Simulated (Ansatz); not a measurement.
Basis-set extrapolation for C$_{7}$H$_{8}$ (`CC=C1C=CC=C1`) (PBE0-D4/def2-TZVP geometry, frozen core, Ansatz 0.2.0). Multiplicity 1, RHF reference.

```tsv
	def2-TZVPP	def2-QZVPP
HF	-269.782974	-269.794692
MP2 correlation	-1.121063	-1.191545
CCSD(T) correlation	-1.219579	not run
```

Energies in hartree. Use E(X) = E(∞) + A·exp(−7.88·√X) for Hartree–Fock and E(X) = E(∞) + B·X^(−2.97) for correlation, with X = 3 and 4, and add CCSD(T) minus MP2 of the smaller set to the MP2 limit.

Q: What is the CCSD(T) energy at the basis-set limit?

A: HF limit: -269.794692 + (-0.011718) × 0.13774 = -269.79631. MP2 limit: -1.191545 + (-0.070482) × 0.74074 = -1.24375. Higher-order term: -1.219579 − (-1.121063) = -0.09852. Total: -271.13858 hartree, 3.70 eV below CCSD(T)/def2-TZVPP.
